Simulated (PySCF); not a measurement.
**Working out the electron affinity of S**

S- [Ne] 3s2 3p5 (2P) → S [Ne] 3s2 3p4 (3P). Computed with PySCF 2.14 in aug-cc-pV(D+d)Z (5s4p3d, 32 functions), with no relativity, point nucleus. Frozen: [Ne]. Energies in hartree (1 hartree = 27.21139 eV):

| part | S- (lower) | S (upper) |
| --- | --- | --- |
| UHF | -397.532754 | -397.498974 |
| CCSD correlation | -0.142896 | -0.113320 |
| (T) | -0.004246 | -0.002253 |

Q: What does Hartree-Fock give?

A: (-397.498974) − (-397.532754) = 0.033780 hartree = 0.919 eV.

Q: What do CCSD and CCSD(T) give?

A: The CCSD correlation energies differ by 0.029576 hartree = 0.805 eV and the triples by 0.001993 hartree = 0.054 eV, so CCSD gives 1.724 eV and CCSD(T) 1.778 eV.

A first-order spin-orbit estimate adds -0.003 eV to CCSD(T) (valence), giving 1.775 eV against 2.077 eV (measured; photodetachment measurements, as compiled on the Wikipedia data page of electron affinities).

What remains against the reference includes basis incompleteness, the frozen core and higher excitations.
